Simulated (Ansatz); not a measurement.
## Ansatz (development build ahead of 0.2.0) run

```yaml
crystal:
  periodic: [false, false, false]
  atoms:
    - { symbol: C, position_ang: [-0.00294, -0.04577, -0.63169] }
    - { symbol: "N", position_ang: [0.02494, -0.09822, 0.64852] }
    - { symbol: H, position_ang: [0.03521, 0.9194, 1.05973] }
    - { symbol: H, position_ang: [-0.01589, -0.99793, -1.18671] }
    - { symbol: H, position_ang: [-0.0394, 0.88134, -1.23218] }
basis:
  gaussian: { orbitals: "6-31G" }
hamiltonian:
  xc: hf
correlation:
  method: mp2
  frozen_orbitals: { C: 1, H: 0, "N": 1 }
```

The input is written out in the form of the current development build from the run's settings.

Results

```
Converged                       : yes
Reference energy                : -93.97350 hartree
Correlation energy              : -0.20773 hartree
Total energy                    : -94.18122 hartree
Spin squared of the determinant : 0.000
```
